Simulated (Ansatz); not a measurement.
Input for Ansatz (development build ahead of 0.2.0):

```yaml
crystal:
  periodic: [false, false, false]
  atoms:
    - { symbol: C, position_ang: [0.00155, -0.01695, -0.58669] }
    - { symbol: C, position_ang: [-0.03857, -0.01565, 0.606] }
basis:
  gaussian: { orbitals: cc-pVDZ }
total_charge: -1
magnetization:
  spin_polarized: true
  initial_magnetization: 1
hamiltonian:
  xc: hf
correlation:
  method: mp2
  frozen_orbitals: { C: 1 }
```

The input is written out in the form of the current development build from the run's settings.

Results

| Item | Value |
| --- | --- |
| Converged | yes |
| Reference energy | -75.53840 hartree |
| Correlation energy | -0.20460 hartree |
| Total energy | -75.74300 hartree |
| Spin squared of the determinant | 0.807 |

Caution: no diffuse functions for an anion.
